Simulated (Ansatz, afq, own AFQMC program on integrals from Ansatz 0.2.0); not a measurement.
**HBr + S, triplet: a scan with AFQMC**

```xyz
3

Br    0.0000    0.0000   -1.5262
H     0.0000    0.0000   -0.1056
S     0.0000    0.0000    1.6318
```

A hydrogen atom is moved from one rigid fragment to the other; the Br1–H2 distance tells how far. The two fragments are held close together, so this isn't a minimum-energy path and the start is a compressed complex. Energies in eV count from this geometry (1.421 Å) at the same level; the start stands on UHF, each point on the determinant named.

Basis cc-pVTZ. Only valence electrons are correlated. Ansatz 0.2.0 and our own AFQMC program on the same integrals; the CISD trial comes from CCSD amplitudes, and released means the phaseless constraint is let go. Uncertainties: one standard error, sampling alone. No spin–orbit coupling.

Cautions, each for one point or more: inner d shell frozen; lower spins were not checked; no relativity below Rb; no spin-orbit coupling; unrestricted determinant slightly spin contaminated.

| r(Br1–H2) / Å | det. | T1 | weight | ⟨S²⟩ | CCSD | wB97M-V | CCSD(T) |
| --- | --- | --- | --- | --- | --- | --- | --- |
| 1.523 | UHF | 0.014 | 0.85 | 2.04 | 0.046 | 0.000 | 0.029 |
| 1.574 | UHF | 0.015 | 0.85 | 2.05 | 0.085 | 0.017 | 0.062 |
| 1.625 | UHF | 0.016 | 0.85 | 2.06 | 0.114 | 0.029 | 0.089 |
| 1.676 | UHF | 0.016 | 0.85 | 2.06 | 0.126 | 0.032 | 0.105 |
| 1.778 | UHF | 0.015 | 0.85 | 2.04 | 0.131 | 0.037 | 0.127 |

(1) Estimate the curve of CCSDT(Q), counted from the same start.

## Answers

(1) 
```tsv
r(Br1–H2) / Å	det.	T1	weight	⟨S²⟩	CCSDT(Q)	ph-AFQMC/CISD	released AFQMC
1.523	UHF	0.014	0.85	2.04	0.025	0.037 ± 0.007	–
1.574	UHF	0.015	0.85	2.05	0.056	0.057 ± 0.007	0.051 ± 0.011
1.625	UHF	0.016	0.85	2.06	0.081	0.080 ± 0.007	0.095 ± 0.011
1.676	UHF	0.016	0.85	2.06	0.097	0.101 ± 0.008	0.103 ± 0.013
1.778	UHF	0.015	0.85	2.04	0.121	0.124 ± 0.006	0.121 ± 0.009
```

Weight is that of the determinant in the CISD state; at the start T1 is 0.012 and the weight 0.86, and ⟨S²⟩ is 2.02. A dash marks a missing value, a released energy that hasn't settled or a functional that sits on another state. Largest departures from CCSDT(Q), at the points where its series has closed: CCSD(T) 0.008 eV at 1.676 (on UHF), ph-AFQMC/CISD 0.012 eV at 1.523 (on UHF) (within the noise), released AFQMC 0.014 eV at 1.625 (on UHF) (within the noise), CCSD 0.033 eV at 1.625 (on UHF), wB97M-V -0.084 eV at 1.778. Functionals count only at points shown to share the start's state and spin. In total energy ph-AFQMC/CISD lies 21 ± 5 meV above CCSDT(Q) at the start, so its agreement along the curve rests in part on cancellation.

A walk keeps the symmetry of its determinant, which the program's search chose and which needn't be the lowest solution, so a lower state of the same spin and another symmetry isn't excluded. Released energies are given only where the last usable release times agree within the noise; a slower fall can still hide under it.
